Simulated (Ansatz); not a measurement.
Ideal-gas functions of CH₃ClO₃, SMILES `OC(O)(O)Cl` at 298.15 K and 1 bar, from an Ansatz frequency run at PBE0-D4/def2-TZVP.

Molar mass 98.48 g/mol, point group C3 (symmetry number 3), electronic degeneracy 1, moments of inertia 90.335, 158.547, 158.549 u Å². Harmonic wavenumbers (cm⁻¹, unscaled): 237, 238, 375, 393, 399, 399, 554, 555, 722, 952, 1144, 1144, 1277, 1434, 1435, 3842, 3842, 3842.

Use S(trans) = R[1.5 ln M + 2.5 ln T − 1.1517]; rotational temperatures θ = 24.2544 K / I; S(rot) = R[ln(√π/σ · √(T³/θAθBθC)) + 1.5]; for each mode x = 1.438777 ν̃/T, S = R[x/(eˣ − 1) − ln(1 − e⁻ˣ)] and H = RT x/(eˣ − 1); 1 cm⁻¹ = 0.0119627 kJ/mol; R = 8.31446 J/(mol·K).

Problem. By hand: the entropy, in J/(mol·K).

Solution. Translation 166.1. Rotation: θ = 0.2685, 0.153, 0.153 K, giving 100.2. Vibration, mode by mode: 7.64, 7.61, 4.43, 4.14, 4.04, 4.04, 2.24, 2.23, 1.18, 0.47, 0.22, 0.22, 0.13, 0.07, 0.06, 0.00, 0.00, 0.00, in all 38.7. Electronic 0.0. Sum 305.0 J/(mol·K).

Problem. By hand: H − E and G − E in kJ/mol, counted from the electronic energy.

Solution. Zero-point energy ½ × 22784 × 0.0119627 = 136.3; thermal vibration 7.5; translation, rotation and pV give 4 RT = 9.9. H − E = 153.7 kJ/mol, and G − E = 153.7 − 298.15 × 305.0/1000 = 62.8 kJ/mol.

Vibration gives 13 % of the entropy. The sum counts one conformer and one mirror image; others add a mixing term.
